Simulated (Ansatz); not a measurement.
Molecule: CH4N, net charge 0, doublet state. SMILES: C[NH]
Structure (B3LYP-D3(BJ)/def2-TZVP (Ansatz, a program for electronic structure) minimum search):
```
C
H 1 1.0903
H 1 1.1007 2 108.68
H 1 1.1007 2 108.68 3 -114.61
N 1 1.4368 2 110.64 3 122.69
H 5 1.0259 1 107.09 2 180.00
```
Charge 0, spin multiplicity 2.

Quantity: enthalpy of formation at 298 K, in kcal/mol. Conventions: frozen cores in correlated levels; 6-311+G** with 5d; LANL2DZ all-electron up to Ne; non-relativistic; open shells spin-unrestricted; six Cartesian d functions in 6-31G* and its kin unless marked 5d; no spin-orbit coupling; no dispersion term unless named. CBS marks a two-point X^-3 extrapolation of the correlation energy; Hartree-Fock from the larger set. [CCSD(T)-MP2]/basis is that difference in the basis named. First-principles rows: single points at B3LYP-D3(BJ) geometries (Ansatz), with unscaled harmonic terms from B3LYP/6-31G* at its own minima, enthalpies of formation by atomisation with measured atoms.

Coupled cluster (Ansatz) is a level with limits of its own, used here on species with T1 under 0.025 (0.045 for open shells) and stable references: RI-MP2/CBS(aug-cc-pVTZ,aug-cc-pVQZ)+[CCSD(T)-MP2]/aug-cc-pVTZ.

Value to compare with, RI-MP2/CBS(aug-cc-pVTZ,aug-cc-pVQZ)+[CCSD(T)-MP2]/aug-cc-pVTZ (Ansatz): 43.0 kcal/mol.

```csv
level,program,enthalpy of formation at 298 K (kcal/mol),difference
PBE/STO-3G,Ansatz,-41.7,-84.7
PBE/3-21G,Ansatz,45.7,2.7
PBE/LANL2DZ,Ansatz,47.9,4.9
PBE/6-31G*,Ansatz,32.4,-10.6
PBE/def2-SVP,Ansatz,30.9,-12.1
PBE/6-311+G**,Ansatz,33.1,-9.9
PBE/def2-TZVPD,Ansatz,30.4,-12.6
```

Among the 6 habitual levels, PBE/STO-3G lies farthest from RI-MP2/CBS(aug-cc-pVTZ,aug-cc-pVQZ)+[CCSD(T)-MP2]/aug-cc-pVTZ (Ansatz) (-84.7 kcal/mol) and PBE/3-21G nearest (2.7); 2 of 6 lie above it, and their mean absolute difference is 20.8 kcal/mol, the median 10.2. One case shows no general order.

The sets are all those run for this method; runs whose electronic state is in doubt are left out.
